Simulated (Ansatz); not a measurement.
This Ansatz (a quantum-chemistry and plane-wave program) input (PBE0/def2-TZVPP) gives -364.13962 Eh with 73 basis functions. A basis named .json is the Basis Set Exchange file of that set (core-valence sets with the plain set on hydrogen).

Ansatz 0.2 input:
```yaml
crystal:
  periodic: [false, false, false]
  atoms:
    - {symbol: Si, position_ang: [-0.00000000, -0.00000000, -0.55379891]}
    - {symbol: O, position_ang: [0.00000000, 0.00000000, 0.96914808]}
basis:
  gaussian:
    orbitals: def2-TZVPP
hamiltonian:
  xc: {name: PBE0}
total_charge: 1
magnetization: {spin_polarized: true, initial_magnetization: 1}
```

Change:
```diff
- orbitals: def2-TZVPP
+ orbitals: def2-QZVPP.json
```

Problem. What does the run give now?

Solution. -364.15368 Eh (PBE0/def2-QZVPP, 127 functions), a change of -14.06 mEh.
